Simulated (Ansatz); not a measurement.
Ideal-gas functions of `OC1=CC1` at 500 K and 1 bar, from an Ansatz frequency run at PBE0-D4/def2-TZVP.

Molar mass 56.06 g/mol, point group Cs (symmetry number 1), electronic degeneracy 1, moments of inertia 22.511, 70.288, 89.435 u Å². Harmonic wavenumbers (cm⁻¹, unscaled): 317, 419, 427, 696, 726, 966, 1011, 1061, 1072, 1109, 1205, 1356, 1520, 1934, 3027, 3085, 3326, 3852.

Use S(trans) = R[1.5 ln M + 2.5 ln T − 1.1517]; rotational temperatures θ = 24.2544 K / I; S(rot) = R[ln(√π/σ · √(T³/θAθBθC)) + 1.5]; for each mode x = 1.438777 ν̃/T, S = R[x/(eˣ − 1) − ln(1 − e⁻ˣ)] and H = RT x/(eˣ − 1); 1 cm⁻¹ = 0.0119627 kJ/mol; R = 8.31446 J/(mol·K).

Question: By hand: the entropy, in J/(mol·K).

Answer: Translation 169.8. Rotation: θ = 1.0774, 0.3451, 0.2712 K, giving 104.3. Vibration, mode by mode: 9.36, 7.25, 7.11, 3.80, 3.55, 2.06, 1.86, 1.66, 1.62, 1.49, 1.19, 0.84, 0.57, 0.21, 0.01, 0.01, 0.01, 0.00, in all 42.6. Electronic 0.0. Sum 316.7 J/(mol·K).

Question: By hand: H − E and G − E in kJ/mol, counted from the electronic energy.

Answer: Zero-point energy ½ × 27109 × 0.0119627 = 162.1; thermal vibration 13.7; translation, rotation and pV give 4 RT = 16.6. H − E = 192.4 kJ/mol, and G − E = 192.4 − 500 × 316.7/1000 = 34.1 kJ/mol.

Vibration gives 13 % of the entropy. The sum counts one conformer and one mirror image; others add a mixing term.
